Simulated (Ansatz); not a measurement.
Nudged elastic band run: C$_{2}$H$_{5}$NO

Input:

```yaml
crystal:
  periodic: [false, false, false]
  atoms:
    - { symbol: "N", position_ang: [-0.940971, 0.941604, -0.368005] }
    - { symbol: C, position_ang: [0.234762, 0.394557, 0.20783] }
    - { symbol: C, position_ang: [0.390853, -1.044327, 0.425769] }
    - { symbol: O, position_ang: [1.154099, -0.378133, -0.599481] }
    - { symbol: H, position_ang: [-1.337091, 0.292713, -1.050695] }
    - { symbol: H, position_ang: [-0.717579, 1.799946, -0.876301] }
    - { symbol: H, position_ang: [0.732279, 1.090364, 0.894717] }
    - { symbol: H, position_ang: [0.964822, -1.417802, 1.28357] }
    - { symbol: H, position_ang: [-0.392774, -1.725123, 0.065495] }
basis:
  gaussian: { orbitals: cc-pVDZ }
hamiltonian:
  xc: b3lyp
  dispersion: d4
neb:
  order_check: false
  images: 5
  f_tol: 0.03
  max_iterations: 60
  final_atoms:
    - { symbol: "N", position_ang: [-0.83806926, 0.70664367, -0.76342121] }
    - { symbol: C, position_ang: [0.29911094, 0.32867037, 0.01929183] }
    - { symbol: C, position_ang: [0.37409441, -1.05494746, 0.51086579] }
    - { symbol: O, position_ang: [1.17559381, -0.61697334, -0.59213347] }
    - { symbol: H, position_ang: [-0.6282024, 1.54546295, -1.30864976] }
    - { symbol: H, position_ang: [-1.61327351, 0.95538032, -0.1449498] }
    - { symbol: H, position_ang: [0.84513148, 1.10770921, 0.57716163] }
    - { symbol: H, position_ang: [0.91775812, -1.28216477, 1.43641392] }
    - { symbol: H, position_ang: [-0.44374359, -1.73598195, 0.24832007] }
  initial_path:
    images:
      - { positions_ang: [[-0.940971, 0.941604, -0.368005], [0.234762, 0.394557, 0.20783], [0.390853, -1.044327, 0.425769], [1.154099, -0.378133, -0.599481], [-1.337091, 0.292713, -1.050695], [-0.717579, 1.799946, -0.876301], [0.732279, 1.090364, 0.894717], [0.964822, -1.417802, 1.28357], [-0.392774, -1.725123, 0.065495]] }
      - { positions_ang: [[-0.93867906, 0.87507802, -0.42906254], [0.23095486, 0.3713853, 0.17174725], [0.37809872, -1.06545711, 0.44973618], [1.12736624, -0.44487239, -0.62779004], [-1.16427915, 0.47425018, -1.22542229], [-0.88365338, 1.77786299, -0.67215623], [0.75029209, 1.08486957, 0.82573482], [0.99967624, -1.3836502, 1.30246674], [-0.41137656, -1.73566735, 0.18764512]] }
      - { positions_ang: [[-0.93638711, 0.80855204, -0.49012009], [0.22714771, 0.3482136, 0.1356645], [0.36534445, -1.08658723, 0.47370336], [1.10063348, -0.51161178, -0.65609908], [-0.9914673, 0.65578735, -1.40014958], [-1.04972775, 1.75577998, -0.46801146], [0.76830517, 1.07937514, 0.75675264], [1.03453048, -1.3494984, 1.32136348], [-0.42997913, -1.74621171, 0.30979524]] }
      - { positions_ang: [[-0.93409517, 0.74202606, -0.55117763], [0.22334057, 0.32504189, 0.09958175], [0.35259017, -1.10771734, 0.49767054], [1.07390072, -0.57835117, -0.68440812], [-0.81865545, 0.83732453, -1.57487687], [-1.21580213, 1.73369698, -0.2638667], [0.78631826, 1.07388071, 0.68777045], [1.06938472, -1.3153466, 1.34026022], [-0.44858169, -1.75675606, 0.43194536]] }
      - { positions_ang: [[-0.90208653, 0.73023193, -0.62192549], [0.24859736, 0.32625139, 0.07281844], [0.35975825, -1.09012738, 0.50206895], [1.10779842, -0.59122523, -0.6536499], [-0.7551711, 1.07337067, -1.4861345], [-1.34829259, 1.47425809, -0.22422773], [0.80592266, 1.08515687, 0.65090085], [1.01884252, -1.30428599, 1.37231145], [-0.44696899, -1.74983136, 0.37073693]] }
      - { positions_ang: [[-0.8700779, 0.7184378, -0.69267335], [0.27385415, 0.32746088, 0.04605514], [0.36692633, -1.07253742, 0.50646737], [1.14169612, -0.60409929, -0.62289169], [-0.69168675, 1.30941681, -1.39739213], [-1.48078305, 1.2148192, -0.18458876], [0.82552707, 1.09643304, 0.61403124], [0.96830032, -1.29322538, 1.40436269], [-0.44535629, -1.74290665, 0.3095285]] }
      - { positions_ang: [[-0.83806926, 0.70664367, -0.76342121], [0.29911094, 0.32867037, 0.01929183], [0.37409441, -1.05494746, 0.51086579], [1.17559381, -0.61697334, -0.59213347], [-0.6282024, 1.54546295, -1.30864976], [-1.61327351, 0.95538032, -0.1449498], [0.84513148, 1.10770921, 0.57716163], [0.91775812, -1.28216477, 1.43641392], [-0.44374359, -1.73598195, 0.24832007]] }
```

Command:

```bash
$ ansatz run input.yaml --threads 1 --pin off --max-ram 2048MiB --backend cpu --events-out ev --progress --plain --runs-dir out
```

Output, in part (warnings, iteration lines, the closing report on the highest movable image, with atoms numbered from 0):

```
NEB end point (image 0): max|allowed force component| = 1.207e-2 eV/Å (the criterion of neb.relax_end_points is 1.000e-2)
NEB end point (image 6): max|allowed force component| = 7.704e-3 eV/Å (the criterion of neb.relax_end_points is 1.000e-2)
NEB iter   1: max|band force component| = 5.534e0 eV/Å  barrier→ = 0.6775 eV  barrier← = 0.5382 eV  Δτ_max = 0.0908 Å  (161 SCF iters)
NEB iter   2: max|band force component| = 1.191e0 eV/Å  barrier→ = 0.2347 eV  barrier← = 0.0954 eV  Δτ_max = 0.0419 Å  (123 SCF iters)
NEB iter   3: max|band force component| = 4.650e-1 eV/Å  barrier→ = 0.1821 eV  barrier← = 0.0428 eV  CI = image 4  Δτ_max = 0.0950 Å  (121 SCF iters)
NEB iter   4: max|band force component| = 1.394e-1 eV/Å  barrier→ = 0.1795 eV  barrier← = 0.0402 eV  CI = image 4  Δτ_max = 0.0500 Å  (121 SCF iters)
NEB iter   5: max|band force component| = 6.007e-2 eV/Å  barrier→ = 0.1800 eV  barrier← = 0.0407 eV  CI = image 4  Δτ_max = 0.0072 Å  (119 SCF iters)
NEB iter   6: max|band force component| = 2.584e-2 eV/Å  barrier→ = 0.1799 eV  barrier← = 0.0405 eV  CI = image 4  Δτ_max = 0.0000 Å  (228 SCF iters)
Total energy: -5691.43488512 eV, -209.1563742350 hartree
Atom 0 at    -0.970046     0.739041    -0.573346 Å, force     0.006706    -0.022211     0.006341 eV/Å
Atom 1 at     0.229009     0.327254     0.112723 Å, force     0.007857     0.006621    -0.006686 eV/Å
Atom 2 at     0.392717    -1.080396     0.519785 Å, force    -0.002994     0.001305    -0.000964 eV/Å
Atom 3 at     1.065053    -0.534676    -0.636898 Å, force     0.000424    -0.003701     0.000327 eV/Å
Atom 4 at    -0.733232     0.886542    -1.557471 Å, force    -0.002867     0.006963     0.005986 eV/Å
Atom 5 at    -1.287840     1.640099    -0.214487 Å, force    -0.001118     0.005847    -0.002768 eV/Å
Atom 6 at     0.767716     1.099547     0.686196 Å, force    -0.003286    -0.000265     0.000499 eV/Å
Atom 7 at     1.052469    -1.353322     1.353086 Å, force    -0.004080     0.003201    -0.000715 eV/Å
Atom 8 at    -0.427446    -1.770291     0.293311 Å, force    -0.000642     0.002240    -0.002020 eV/Å
Dipole moment:    -0.110369     0.301212     0.195819 e Å
```

It converged. A vibrational analysis at the climbing image gives one clearly imaginary mode, 228i cm⁻¹: a first-order saddle point.

Final band (atoms are numbered from 1 in the order of the input):

```tsv
image	path coordinate (Å)	energy (kJ/mol)	dihedral H5–N1–C2–O4 (°)
0	0.00	0.0	38
1	0.37	2.9	19
2	0.74	9.5	1
3	1.11	15.4	-18
4	1.48	17.4	-38
5	2.02	15.1	-66
6	2.56	13.4	-93
```

Run time: 65 s on 1 thread of Intel(R) Xeon(R) Platinum 8559C (Emerald Rapids), with other jobs on the host, peak memory 0.25 GiB.
